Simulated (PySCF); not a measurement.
Bond stretch in SMILES C#C (C2H2). The C1–H4 bond (C1 also carries C; H4 carries nothing else) is stretched with both fragments frozen at the PBE0/def2-TZVP optimised geometry.

Levels: UHF/6-31G (PySCF); RHF/6-31G (PySCF); UKS-PBE0 = PySCF 2.14.0 with unrestricted PBE0/6-31G; RKS-PBE0 = restricted PBE0/6-31G (PySCF 2.14.0); UKS-PBE = unrestricted PBE/6-31G (PySCF); RKS-PBE = PySCF 2.14.0 with restricted PBE/6-31G; UKS-B3LYP = PySCF with unrestricted B3LYP/6-31G; RKS-B3LYP = PySCF 2.14.0 with restricted B3LYP/6-31G.

Scanned distances (Å): 0.85, 0.90, 0.96, 1.00, 1.02, 1.06, 1.09, 1.14, 1.17, 1.25, 1.31, 1.43, 1.59, 1.74, 1.92, 2.12, 2.33, 2.61, 2.84, 3.18, 3.72.

Question: Where does the unrestricted solution first break spin symmetry (<S²> of 0.01 or more)?

Answer: UHF: between 1.43 and 1.59 Å; UKS-PBE0: between 1.92 and 2.12 Å; UKS-PBE: between 1.92 and 2.12 Å; UKS-B3LYP: between 1.92 and 2.12 Å.

```
R / Å  <S²> UHF  E(RHF) − E(UHF) / kcal/mol  <S²> UKS-PBE0  E(RKS-PBE0) − E(UKS-PBE0) / kcal/mol  <S²> UKS-PBE  E(RKS-PBE) − E(UKS-PBE) / kcal/mol  <S²> UKS-B3LYP  E(RKS-B3LYP) − E(UKS-B3LYP) / kcal/mol
-----  --------  --------------------------  -------------  ------------------------------------  ------------  ----------------------------------  --------------  --------------------------------------
0.85       0.00                         0.0           0.00                                   0.0          0.00                                 0.0            0.00                                     0.0
0.90       0.00                         0.0           0.00                                   0.0          0.00                                 0.0            0.00                                     0.0
0.96       0.00                         0.0           0.00                                   0.0          0.00                                 0.0            0.00                                     0.0
1.00       0.00                         0.0           0.00                                   0.0          0.00                                 0.0            0.00                                     0.0
1.02       0.00                         0.0           0.00                                   0.0          0.00                                 0.0            0.00                                     0.0
1.06       0.00                         0.0           0.00                                   0.0          0.00                                 0.0            0.00                                     0.0
1.09       0.00                         0.0           0.00                                   0.0          0.00                                 0.0            0.00                                     0.0
1.14       0.00                         0.0           0.00                                   0.0          0.00                                 0.0            0.00                                     0.0
1.17       0.00                         0.0           0.00                                   0.0          0.00                                 0.0            0.00                                     0.0
1.25       0.00                         0.0           0.00                                   0.0          0.00                                 0.0            0.00                                     0.0
1.31       0.00                         0.0           0.00                                   0.0          0.00                                 0.0            0.00                                     0.0
1.43       0.00                         0.0           0.00                                   0.0          0.00                                 0.0            0.00                                     0.0
1.59       0.27                         0.7           0.00                                   0.0          0.00                                 0.0            0.00                                     0.0
1.74       0.70                         6.4           0.00                                   0.0          0.00                                 0.0            0.00                                     0.0
1.92       1.02                        19.5           0.00                                   0.0          0.00                                 0.0            0.00                                     0.0
2.12       1.22                        37.5           0.43                                   3.3          0.09                                 0.1            0.32                                     2.1
2.33       1.33                        56.7           0.71                                  11.7          0.53                                 4.0            0.62                                     8.5
2.61       1.40                        80.1           0.89                                  24.5          0.79                                12.6            0.83                                    19.2
2.84       1.42                        96.5           0.97                                  34.2          0.89                                19.5            0.92                                    27.6
3.18       1.43                       116.2           1.01                                  45.8          0.97                                   —            0.99                                    37.9
3.72       1.44                       138.2           1.04                                  58.0          1.01                                   —            1.02                                    48.8
```

A dash means that the run gave no value there, or that the column was ended at a point which the program doubted or which failed a test of continuity chosen for this set; such a test can also cut sound points.
